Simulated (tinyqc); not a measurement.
Worked calculation: Hueckel theory of the pi electrons, for the molecule Fc1ccsc1 (SMILES; centres numbered as the heavy atoms are written). One step of it, computed by the program tinyqc.

Task: Orbitals. Diagonalise; E = alpha + x beta with beta < 0, so the largest x are filled first; degenerate levels share their electrons. P = sum n_i c_ri c_si; each orbital has its largest coefficient positive (the first on a tie).

Hueckel matrix in units of beta (H = alpha + beta A):
```
          1F        2C        3C        4C        5S        6C
1F  3.000000  0.700000  0.000000  0.000000  0.000000  0.000000
2C  0.700000  0.000000  1.000000  0.000000  0.000000  1.000000
3C  0.000000  1.000000  0.000000  1.000000  0.000000  0.000000
4C  0.000000  0.000000  1.000000  0.000000  0.650000  0.000000
5S  0.000000  0.000000  0.000000  0.650000  1.000000  0.650000
6C  0.000000  1.000000  0.000000  0.000000  0.650000  0.000000
```

pi electrons, sum of z_r less the charge = 8

Give: x values; occupations; coefficients; charge and bond-order matrix P.

Result:

x values: 3.1962  1.8820  0.9503  0.5870  -0.9580  -1.6574

occupations: 2.0000  2.0000  2.0000  2.0000  0.0000  0.0000

coefficients:
```
       MO1      MO2      MO3      MO4      MO5      MO6
1F  0.9531  -0.2129   0.1457  -0.1177   0.0508  -0.0931
2C  0.2671   0.3401  -0.4267   0.4056  -0.2873   0.6196
3C  0.0953   0.4035  -0.5403  -0.3017  -0.3200  -0.5855
4C  0.0376   0.4192  -0.0867  -0.5827   0.5938   0.3508
5S  0.0382   0.5931   0.7044  -0.0621  -0.3829   0.0062
6C  0.0913   0.3856   0.0328   0.6222   0.5597  -0.3763
```

charge and bond-order matrix P:
```
         1F       2C       3C       4C       5S       6C
1F   1.9775   0.1446  -0.0765   0.0050   0.0401  -0.1269
2C   0.1446   1.0672   0.5416  -0.0935  -0.2277   0.7878
3C  -0.0765   0.5416   1.1096   0.7908  -0.2378  -0.0824
4C   0.0050  -0.0935   0.7908   1.0486   0.4504  -0.4007
5S   0.0401  -0.2277  -0.2378   0.4504   1.7067   0.4333
6C  -0.1269   0.7878  -0.0824  -0.4007   0.4333   1.0904
```
